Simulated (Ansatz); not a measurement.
Input file:

```yaml
crystal:
  periodic: [false, false, false]
  atoms:
    - {symbol: H, position_ang: [0.000000, 0.000000, -1.041333]}
    - {symbol: H, position_ang: [0.000000, 0.000000, -0.153333]}
    - {symbol: O, position_ang: [0.000000, 0.000000, 1.194667]}
basis:
  gaussian: {orbitals: cc-pVTZ}
magnetization: {spin_polarized: false, initial_magnetization: 2}
correlation: {method: ccsd_t, electrons: outside_noble_gas}
output: {forces: true}
```

```sh
$ ansatz run in.yaml --threads 1 --pin off --events-out ev --progress --plain --max-ram 2393MiB
```

Log:

```
334 factors; integrals over basis functions are off by at most 1.4e-3 eV
mean field evaluation 1: about -2063.8776 eV, gradient 9.8e0 eV
mean field evaluation 2: about -2063.8807 eV, gradient 9.8e0 eV
mean field evaluation 4: about -2064.8067 eV, gradient 2.5e0 eV
mean field evaluation 8: about -2065.0257 eV, gradient 1.7e-1 eV
mean field evaluation 16: about -2064.6043 eV, gradient 6.4e0 eV
mean field evaluation 32: about -2064.6009 eV, gradient 2.3e-4 eV
mean field evaluation 64: about -2064.6009 eV, gradient 2.3e-4 eV
mean field evaluation 96: about -2057.2792 eV, gradient 2.6e1 eV
mean field evaluation 128: about -2065.0263 eV, gradient 7.8e-4 eV
mean field evaluation 160: about -2064.4843 eV, gradient 5.6e0 eV
mean field evaluation 192: about -2057.8591 eV, gradient 1.3e-1 eV
mean field -2065.02633392 eV, -75.8883180463 hartree, gradient 2.7e-6 eV, S^2 2.000000; 9 other end points of the search recorded, 0 dependent functions left out
mean field evaluation 224: about -2064.8119 eV, gradient 1.1e0 eV
determinant -2065.02633392 eV, -75.8883180463 hartree, with singles and doubles -2071.29439963 eV, -76.1186652126 hartree
determinant -2064.60089279 eV, -75.8726833734 hartree, with singles and doubles -2070.43505864 eV, -76.0870850137 hartree
1 core orbitals not correlated: weight in the atoms' cores, before any rotation towards them, 1.000 or more for the frozen orbitals, at most 0.000 for the correlated occupied ones
reference -2065.02633392 eV, -75.8883180463 hartree; 5, 3 occupied and 52, 54 virtual orbitals, 334 factors
second order -5.29862081 eV of doubles, -0.17645558 eV of singles
cycle   1  -6.19930050 eV  change   -7.2e-1 eV  update   1.8e-2
cycle   2  -6.21901959 eV  change   -2.0e-2 eV  update   5.8e-3
cycle   3  -6.22639753 eV  change   -7.4e-3 eV  update   3.1e-3
cycle   4  -6.23028212 eV  change   -3.9e-3 eV  update   1.5e-3
cycle   5  -6.23185872 eV  change   -1.6e-3 eV  update   5.5e-4
cycle   6  -6.23232324 eV  change   -4.6e-4 eV  update   1.9e-4
cycle   7  -6.23246211 eV  change   -1.4e-4 eV  update   6.0e-5
cycle   8  -6.23248554 eV  change   -2.3e-5 eV  update   1.9e-5
cycle   9  -6.23249071 eV  change   -5.2e-6 eV  update   7.7e-6
cycle  10  -6.23249298 eV  change   -2.3e-6 eV  update   3.1e-6
cycle  11  -6.23249194 eV  change    1.0e-6 eV  update   1.1e-6
cycle  12  -6.23249179 eV  change    1.5e-7 eV  update   3.7e-7
cycle  13  -6.23249176 eV  change    3.2e-8 eV  update   1.2e-7
perturbative correction -0.13917183 eV, -0.0051144706 hartree
the calculation of the forces begins
Total energy: -2071.39799751 eV, -76.1224723646 hartree
Atom 0 at     0.000000     0.000000    -1.041333 Å, force    -0.000000     0.000000     1.452341 eV/Å
Atom 1 at     0.000000     0.000000    -0.153333 Å, force    -0.000000    -0.000000    -1.769359 eV/Å
Atom 2 at     0.000000     0.000000     1.194667 Å, force     0.000000    -0.000000     0.317018 eV/Å
Dipole moment:    -0.000000     0.000000    -0.132195 e Å
```

Forces (eV/Å):
```
H    0.000  0.000  1.452
H    0.000  0.000 -1.769
O    0.000  0.000  0.317
```

For the same geometry and basis UCCSDT(Q) lies 22.6 meV lower.

Ran on 1 thread of Arm Neoverse V2, shared host: 4.5 s wall, 0.22 GiB peak host memory.
